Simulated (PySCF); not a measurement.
Potential energy curve for HCl, singlet.

Levels: UHF/cc-pVDZ (PySCF); RHF/cc-pVDZ (PySCF); UKS-PBE = PySCF 2.14.0 with unrestricted PBE/cc-pVDZ; RKS-PBE = PySCF 2.14.0 with restricted PBE/cc-pVDZ; UKS-PBE0 = unrestricted PBE0/cc-pVDZ run with PySCF 2.14.0; RKS-PBE0 = restricted PBE0/cc-pVDZ (PySCF); UKS-CAM-B3LYP = unrestricted CAM-B3LYP/cc-pVDZ (PySCF 2.14.0); RKS-CAM-B3LYP = PySCF with restricted CAM-B3LYP/cc-pVDZ; UKS-B3LYP/6-31G* = unrestricted B3LYP/6-31G*, spherical d (PySCF 2.14.0); RKS-B3LYP/6-31G* = PySCF with restricted B3LYP/6-31G*, spherical d; UKS-BP86/6-31G* = unrestricted BP86/6-31G*, spherical d run with PySCF; RKS-BP86/6-31G* = restricted BP86/6-31G*, spherical d (PySCF); UKS-M06-2X/6-31G* = PySCF 2.14.0 with unrestricted M06-2X/6-31G*, spherical d; RKS-M06-2X/6-31G* = restricted M06-2X/6-31G*, spherical d (PySCF).

Scanned distances (Å): 0.95, 1.02, 1.09, 1.15, 1.20, 1.25, 1.28, 1.31, 1.36, 1.41, 1.50, 1.58, 1.72, 1.94, 2.12, 2.31, 2.57, 2.81, 3.13, 3.46, 3.87, 4.50, 5.17.

### Question
Where does the unrestricted solution first break spin symmetry (<S²> of 0.01 or more)?

### Answer
UHF: between 1.72 and 1.94 Å; UKS-PBE: between 2.12 and 2.31 Å; UKS-PBE0: between 1.94 and 2.12 Å; UKS-CAM-B3LYP: between 1.94 and 2.12 Å; UKS-B3LYP/6-31G*: between 1.94 and 2.12 Å; UKS-BP86/6-31G*: between 2.12 and 2.31 Å; UKS-M06-2X/6-31G*: between 1.94 and 2.12 Å.

```
R / Å  <S²> UHF  E(RHF) − E(UHF) / kJ/mol  <S²> UKS-PBE  E(RKS-PBE) − E(UKS-PBE) / kJ/mol  <S²> UKS-PBE0  E(RKS-PBE0) − E(UKS-PBE0) / kJ/mol  <S²> UKS-CAM-B3LYP  E(RKS-CAM-B3LYP) − E(UKS-CAM-B3LYP) / kJ/mol  <S²> UKS-B3LYP/6-31G*  E(RKS-B3LYP/6-31G*) − E(UKS-B3LYP/6-31G*) / kJ/mol  <S²> UKS-BP86/6-31G*  E(RKS-BP86/6-31G*) − E(UKS-BP86/6-31G*) / kJ/mol  <S²> UKS-M06-2X/6-31G*  E(RKS-M06-2X/6-31G*) − E(UKS-M06-2X/6-31G*) / kJ/mol
-----  --------  ------------------------  ------------  --------------------------------  -------------  ----------------------------------  ------------------  --------------------------------------------  ---------------------  --------------------------------------------------  --------------------  ------------------------------------------------  ----------------------  ----------------------------------------------------
0.95       0.00                       0.0          0.00                               0.0           0.00                                 0.0                0.00                                           0.0                   0.00                                                 0.0                  0.00                                               0.0                    0.00                                                   0.0
1.02       0.00                       0.0          0.00                               0.0           0.00                                 0.0                0.00                                           0.0                   0.00                                                 0.0                  0.00                                               0.0                    0.00                                                   0.0
1.09       0.00                       0.0          0.00                               0.0           0.00                                 0.0                0.00                                           0.0                   0.00                                                 0.0                  0.00                                               0.0                    0.00                                                   0.0
1.15       0.00                       0.0          0.00                               0.0           0.00                                 0.0                0.00                                           0.0                   0.00                                                 0.0                  0.00                                               0.0                    0.00                                                   0.0
1.20       0.00                       0.0          0.00                               0.0           0.00                                 0.0                0.00                                           0.0                   0.00                                                 0.0                  0.00                                               0.0                    0.00                                                   0.0
1.25       0.00                       0.0          0.00                               0.0           0.00                                 0.0                0.00                                           0.0                   0.00                                                 0.0                  0.00                                               0.0                    0.00                                                   0.0
1.28       0.00                       0.0          0.00                               0.0           0.00                                 0.0                0.00                                           0.0                   0.00                                                 0.0                  0.00                                               0.0                    0.00                                                   0.0
1.31       0.00                       0.0          0.00                               0.0           0.00                                 0.0                0.00                                           0.0                   0.00                                                 0.0                  0.00                                               0.0                    0.00                                                   0.0
1.36       0.00                       0.0          0.00                               0.0           0.00                                 0.0                0.00                                           0.0                   0.00                                                 0.0                  0.00                                               0.0                    0.00                                                   0.0
1.41       0.00                       0.0          0.00                               0.0           0.00                                 0.0                0.00                                           0.0                   0.00                                                 0.0                  0.00                                               0.0                    0.00                                                   0.0
1.50       0.00                       0.0          0.00                               0.0           0.00                                 0.0                0.00                                           0.0                   0.00                                                 0.0                  0.00                                               0.0                    0.00                                                   0.0
1.58       0.00                       0.0          0.00                               0.0           0.00                                 0.0                0.00                                           0.0                   0.00                                                 0.0                  0.00                                               0.0                    0.00                                                   0.0
1.72       0.00                       0.0          0.00                               0.0           0.00                                 0.0                0.00                                           0.0                   0.00                                                 0.0                  0.00                                               0.0                    0.00                                                   0.0
1.94       0.52                      34.6          0.00                               0.0           0.00                                 0.0                0.00                                           0.0                   0.00                                                 0.0                  0.00                                               0.0                    0.00                                                   0.0
2.12       0.73                      90.3          0.00                               0.0           0.23                                 3.5                0.28                                           7.8                   0.15                                                 2.0                  0.00                                               0.0                    0.18                                                   2.1
2.31       0.86                     154.6          0.29                               3.8           0.54                                25.1                0.55                                          32.6                   0.44                                                17.0                  0.17                                               1.4                    0.55                                                  23.3
2.57       0.94                     237.8          0.63                              27.4           0.76                                65.9                0.77                                          77.5                   0.70                                                49.5                  0.56                                              19.2                    0.80                                                  72.6
2.81       0.97                     304.6          0.78                              52.6           0.87                               102.7                0.88                                         119.3                   0.83                                                80.9                  0.73                                              41.1                    0.90                                                 117.4
3.13       0.99                     377.4          0.87                                 —           0.94                               144.3                0.95                                         168.4                   0.91                                               117.1                  0.84                                                 —                    0.96                                                 167.8
3.46       1.00                     435.4          0.92                                 —           0.98                               176.8                0.98                                         209.1                   0.96                                               145.8                  0.90                                                 —                    0.99                                                 208.7
3.87       1.00                     487.9          0.95                                 —           1.00                               204.8                1.00                                         246.6                   0.99                                               170.8                  0.94                                                 —                    1.00                                                 245.0
4.50       1.01                     539.5          0.98                                 —           1.00                               229.5                1.00                                         282.9                   1.00                                               192.9                  0.96                                                 —                    1.00                                                 279.2
5.17       1.01                     571.6          0.99                                 —           1.00                               242.5                1.00                                         304.9                   1.00                                               204.3                  0.97                                                 —                    1.00                                                 298.9
```

A dash means that the run gave no value there, or that the column was ended at a point which the program doubted or which failed a test of continuity chosen for this set; such a test can also cut sound points.
